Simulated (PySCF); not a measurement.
# LiP (triplet) with other numerical set-ups

The method stays; parts of the set-up, such as the basis or the Hamiltonian, are changed.

Method: method and basis as typed in the scripts; program: PySCF 2.14.0.

1 further run of the same task is left out (it didn't finish).

## (1) Starting geometry

LiP (triplet): 2 atoms, charge 0, spin multiplicity 3.

Bond lengths: Li1–P2 2.350 Å.

## (2) The base run

The input, input.py:

```python
from pyscf import gto, scf

mol = gto.M(
    atom='Li 0 0 0; P 0 0 2.35',
    basis='minao',
    charge=0,
    spin=2,
    verbose=3,
)
mf = scf.ROHF(mol)
mf = mf.density_fit(auxbasis='def2-universal-jkfit')
mf.kernel()
mf.dip_moment()
print('orbital energies (hartree):', mf.mo_energy[..., max(0, mol.nelec[1]-3):mol.nelec[0]+3].round(4))
```

Started as:

```
$ OMP_NUM_THREADS=1 python input.py
```

Its log is not repeated here.

Base result: E(SCF) = -348.132681 Eh, μ = 6.52 D.

The bond length is a typed value, not an optimised one. The triplet is typed in the script; nothing here shows that it is the ground state.

## (3) Density fitting none

Variant 1 changes density fitting: def2-universal-jkfit → none.

The input, input.py:

```python
from pyscf import gto, scf

mol = gto.M(
    atom='Li 0 0 0; P 0 0 2.35',
    basis='minao',
    charge=0,
    spin=2,
    verbose=3,
)
mf = scf.ROHF(mol)
mf.kernel()
mf.dip_moment()
print('orbital energies (hartree):', mf.mo_energy[..., max(0, mol.nelec[1]-3):mol.nelec[0]+3].round(4))
```

Started as:

```
$ OMP_NUM_THREADS=1 python input.py
```

## (4) Def2-tzvp

Variant 2 changes basis set: minao → def2-tzvp.

input.py, as its differences from that of step 2:

```diff
@@ -4,3 +4,3 @@
     atom='Li 0 0 0; P 0 0 2.35',
-    basis='minao',
+    basis='def2-tzvp',
     charge=0,
```

## (5) Jorge-dzp-dkh (X2C on)

Variant 3 changes basis set: minao → jorge-dzp-dkh; spin-free X2C: off → on.

input.py, as its differences from that of step 2:

```diff
@@ -4,3 +4,3 @@
     atom='Li 0 0 0; P 0 0 2.35',
-    basis='minao',
+    basis='jorge-dzp-dkh',
     charge=0,
@@ -10,2 +10,3 @@
 mf = scf.ROHF(mol)
+mf = mf.sfx2c1e()
 mf = mf.density_fit(auxbasis='def2-universal-jkfit')
```

## (6) Cartesian functions on

Variant 4 changes Cartesian functions: off → on.

input.py, as its differences from that of step 2:

```diff
@@ -7,2 +7,3 @@
     spin=2,
+    cart=True,
     verbose=3,
```

Q: Predict the outcome of this session. Wanted: for each run, E(SCF); from base; SCF dipole.

As calculated:

| run | E(SCF) (hartree) | from base (eV) | SCF dipole (D) | functions |
| --- | --- | --- | --- | --- |
| base | -348.132681 | 0 | 6.52 | 11 |
| density fitting none | -348.132681 | 0.0000 | 6.52 | 11 |
| def2-tzvp | -348.163343 | -0.8344 | 7.43 | 51 |
| jorge-dzp-dkh (X2C on) | -348.972093 | not comparable | 7.18 | 39 |
| Cartesian functions on | -348.132678 | +0.0001 | 6.52 | n/a |

What this shows: With density fitting none the SCF ends at the base energy. Of the runs whose energies can be compared, “def2-tzvp” moves the SCF energy most (-0.834 eV). def2-tzvp (51 functions) gives an energy 0.83 eV lower than minao (11).
